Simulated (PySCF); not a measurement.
Bonds (- single, = double, # triple, : aromatic): C1#C2, C2-C3, C3-C4, C3-C5. C1 carries H6; C3 carries H7; C4 carries H8, H9, H10; C5 carries H11, H12, H13.

GIAO shifts from PySCF 2.14 on PBE0-D3(BJ)/def2-TZVP geometries (one conformer, non-relativistic, equivalent nuclei averaged), against TMS at the same level and in the same medium; PCM means IEF-PCM chloroform.

Measured (solution, not stated per compound (mostly CDCl3 or CCl4); Pretsch, Buehlmann, Badertscher, Structure Determination of Organic Compounds, 4th ed. (2009)): C2 89.2, C1 67.6, C3 20.3, C4/C5 22.8 ppm.

Question: Which unscaled values do B97-2/pcSseg-2, gas; WP04/pcSseg-2, PCM; wB97X-D/pcSseg-2, PCM give, and how close are they?

Answer: 
```json
{"atoms": "C2", "measured": "89.2", "B97-2/pcSseg-2, gas": "94.0", "WP04/pcSseg-2, PCM": "91.2", "wB97X-D/pcSseg-2, PCM": "100.6"}
{"atoms": "C1", "measured": "67.6", "B97-2/pcSseg-2, gas": "71.9", "WP04/pcSseg-2, PCM": "68.0", "wB97X-D/pcSseg-2, PCM": "75.8"}
{"atoms": "C3", "measured": "20.3", "B97-2/pcSseg-2, gas": "25.1", "WP04/pcSseg-2, PCM": "28.5", "wB97X-D/pcSseg-2, PCM": "24.4"}
{"atoms": "C4/C5", "measured": "22.8", "B97-2/pcSseg-2, gas": "25.5", "WP04/pcSseg-2, PCM": "26.2", "wB97X-D/pcSseg-2, PCM": "25.9"}
```

Mean absolute error for ¹³C: B97-2/pcSseg-2, gas 4.2, WP04/pcSseg-2, PCM 3.5, wB97X-D/pcSseg-2, PCM 6.7 ppm.
